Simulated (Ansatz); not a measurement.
Geometry optimisation, RKS PBE0/def2-SVP in Ansatz.

Input:

```yaml
crystal:
  periodic: [false, false, false]
  atoms:
    - { symbol: Al, position_ang: [0.0, 0.0, 0.0] }
    - { symbol: H, position_ang: [0.0, 0.0, 1.56] }
    - { symbol: Cl, position_ang: [1.9312, 0.0, -1.115] }
    - { symbol: F, position_ang: [-1.4635, 0.0, -0.845] }
basis:
  gaussian: { orbitals: def2-SVP }
hamiltonian:
  xc: pbe0
relax:
  f_tol: 0.02
  max_steps: 40
```

Launched with:

```bash
$ ansatz run input.yaml --threads 1 --pin off --max-ram 2048MiB --backend cpu --events-out ev --progress --plain --runs-dir out
```

**Question.** Where does it end, and by what steps?

**Answer.** It converged. After 4 steps the energy has fallen by 0.174 eV; Cl3 moved furthest, 0.12 Å.

```tsv
step	energy less start (eV)	largest force component (eV/Å)	accepted
0	0.0000	1.712	yes
1	-0.1615	0.612	yes
2	-0.1727	0.270	yes
3	-0.1739	0.029	yes
4	-0.1739	0.002	yes
```

```xyz
4
Properties=species:S:1:pos:R:3
Al 0.036 0.000 -0.004
H 0.001 0.000 1.560
Cl 1.815 0.000 -1.095
F -1.383 0.000 -0.862
```

Whether the end is a true minimum wasn't checked by a vibrational analysis.

Time of the run: 8.6 s on 1 thread of Arm Neoverse V1, with other jobs on the host, peak memory 0.12 GiB.
